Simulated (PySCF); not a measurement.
## LiF: a base run and its variants

Base input, run as `OMP_NUM_THREADS=1 python input.py` with PySCF 2.14:

```python
from pyscf import gto, scf, tdscf

mol = gto.M(
    atom='Li 0 0 0; F 0 0 1.679',
    basis='3-21g',
    charge=0,
    spin=0,
    verbose=3,
)
mf = scf.RHF(mol)
mf.kernel()
td = tdscf.TDHF(mf)
td.nstates = 8
td.kernel()
td.analyze()
mf.dip_moment()
print('orbital energies (hartree):', mf.mo_energy[..., max(0, mol.nelec[1]-3):mol.nelec[0]+3].round(4))
```

Base result: E(SCF) = -106.346556 Eh, μz(SCF) = -6.34 D, first singlet excitations without spin–orbit coupling 6.66, 6.66, 7.12, 7.79, 7.87 eV. The basis is very small, so the numbers show the basis as much as the system. Stability towards an unrestricted solution was not tested. The bond length is a typed value, not an optimised one.

Hardware: Arm Neoverse V1, 1 thread, shared host. Wall time 0.9 s, peak memory 0.12 GiB.

Each row names what differs from the base; energies in brackets are changes from the base.

| change | result |
| --- | --- |
| PCM solvent, dielectric constant: none → 32.6; step after the SCF: tdhf → analyze | E(SCF) = -106.376592 Eh (-0.8173 eV), μz(SCF) = -6.74 D |
| spin (2S): 0 → 1 [unsound on purpose] [runs as restricted open-shell] | stops with RuntimeError (Electron number 12 and spin 1 are not consistent) |
| step after the SCF: tdhf → optimize | E(SCF) = -106.346556 Eh (+0.0000 eV), all at the start geometry; optimised bond 1.520 Å with E = -106.354186 Eh after 6 steps |
| geometry: bond 1.679 → bond 1.729 | E(SCF) = -106.342056 Eh (+0.1225 eV), μz(SCF) = -6.52 D, first singlet excitations without spin–orbit coupling 6.49, 6.49, 6.90, 7.63, 7.70 eV |
| functional: none (Hartree–Fock) → m06l; SCF type: RHF → RKS; step after the SCF: tdhf → analyze | E(SCF) = -106.826122 Eh, μz(SCF) = -5.55 D |
| functional: none (Hartree–Fock) → wb97x; SCF type: RHF → RKS; step after the SCF: tdhf → analyze | E(SCF) = -106.790906 Eh, μz(SCF) = -5.59 D |
| basis set: 3-21g → def2-tzv2p [unsound on purpose] | stops with BasisNotFoundError (def2-tzv2p) |
| spin-free X2C: off → on [basis contracted without relativity] | E(SCF) = -106.422238 Eh, μz(SCF) = -6.33 D, first singlet excitations without spin–orbit coupling 6.65, 6.65, 7.11, 7.78, 7.86 eV |
| Cartesian functions: off → on | E(SCF) = -106.346556 Eh (+0.0000 eV), μz(SCF) = -6.34 D, first singlet excitations without spin–orbit coupling 6.66, 6.66, 7.12, 7.79, 7.87 eV |
| cycle limit: 50 → 5 | not converged: SCF |
| geometry: bond 1.679 → bond 25 [unsound on purpose] [stretched restricted solution, likely unstable] | not converged: SCF, TD-SCF states [0, 1, 2, 3, 4, 5, 6, 7] |
| electric field along z (a.u.): none → -0.01 | E(SCF) = -106.371863 Eh (-0.6886 eV), μz(SCF) = -6.52 D, first singlet excitations without spin–orbit coupling 7.36, 7.36, 7.81, 8.48, 8.54 eV |
| step after the SCF: tdhf → frequency [not at a minimum] | E(SCF) = -106.346556 Eh (+0.0000 eV), μz(SCF) = -6.34 D, wavenumbers 671 cm⁻¹ |
| density fitting: none → cc-pvdz-jkfit | stops with BasisNotFoundError (Basis set not found for Li in cc-pvdz-jkfit) |
| electric field along z (a.u.): none → 0.001 | E(SCF) = -106.344067 Eh (+0.0677 eV), μz(SCF) = -6.32 D, first singlet excitations without spin–orbit coupling 6.56, 6.56, 7.03, 7.72, 7.80 eV |
| geometry: bond 1.679 → bond 0.5 [unsound on purpose] | E(SCF) = -102.659939 Eh (+100.3180 eV), μz(SCF) = 4.93 D, first singlet excitations without spin–orbit coupling 4.06, 4.42, 4.42, 6.07, 8.49 eV |
| basis set: 3-21g → crenbl; core potential: off → on | E(SCF) = -24.170337 Eh, μz(SCF) = -7.09 D, first singlet excitations without spin–orbit coupling 7.46, 7.46, 7.92, 8.83, 8.86 eV |

Task: Order these changes by how far they move the SCF energy from the base, largest first: (1) PCM solvent, dielectric constant: none → 32.6; step after the SCF: tdhf → analyze; (2) electric field along z (a.u.): none → -0.01; (3) electric field along z (a.u.): none → 0.001; (4) geometry: bond 1.679 → bond 1.729.

Result: (1) -0.8173 eV, (2) -0.6886 eV, (4) +0.1225 eV, (3) +0.0677 eV.
